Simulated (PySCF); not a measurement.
Spin–spin coupling constants

Geometry:
```tsv
atom	x (Å)	y (Å)	z (Å)
C1	1.161	0.809	-0.100
C2	-0.159	1.240	-0.158
C3	-1.105	0.131	-0.015
C4	-0.221	-1.099	0.130
C5	1.143	-0.571	0.072
H6	2.049	1.437	-0.177
H7	-0.466	2.283	-0.293
H8	-1.772	0.313	0.852
H9	-1.804	0.099	-0.873
H10	-0.377	-1.669	1.068
H11	-0.371	-1.861	-0.661
H12	2.039	-1.198	0.153
```

Total charge +1.

Indirect spin–spin couplings were computed at B3LYP/pcJ-1 (without the spin–dipole term) (PySCF 2.14.0 with density-fitted response routines) on a PBE0-D3(BJ)/def2-SVP structure, for the isolated molecule, without vibrational or relativistic corrections. Couplings are averaged over pairs made equivalent by symmetry, fast rotation or ring inversion, so a value needn't be that of the named pair in this geometry, while other rotamers aren't included; one pair stands for each set, and the list holds a selection of those of at least 0.8 Hz over up to four bonds.

Isotopes: ¹³C, ¹H.

```tsv
pair	bonds	J (Hz)
C1, C2	1	52.3
C1, H6	1	?
C2, C3	1	36.6
C2, H7	1	185.5
C3, C4	1	37.6
C3, H8	1	141.4
C1, C3	2	4.4
C1, H7	2	6.2
C2, C4	2	?
C2, C5	2	?
C2, H6	2	6.4
C2, H8	2	-3.6
C3, H7	2	?
C3, H10	2	-1.9
H8, H9	2	-38.3
C1, H8	3	?
C2, H10	3	7.6
C2, H12	3	?
C3, H6	3	7.4
C3, H12	3	8.5
H6, H7	3	4.4
H7, H8	3	1.6
H8, H10	3	?
H8, H11	3	?
H7, H10	4	-4.1
H7, H12	4	2.3
```

Question: Estimate the withheld couplings, with signs.

Answer: 
- ¹J(C1,H6) = 198.7 Hz (bond length 1.091 Å, sp2 carbon)
- ²J(C2,C4) = 1.1 Hz (angle at C3 104°)
- ²J(C2,C5) = 9.3 Hz (angle at C1 108°)
- ²J(C3,H7) = 7.1 Hz (angle at C2 123°)
- ³J(C1,H8) = 1.5 Hz
- ³J(C2,H12) = 9.0 Hz (dihedral angle 180°)
- ³J(H8,H10) = -1.5 Hz
- ³J(H8,H11) = -3.1 Hz
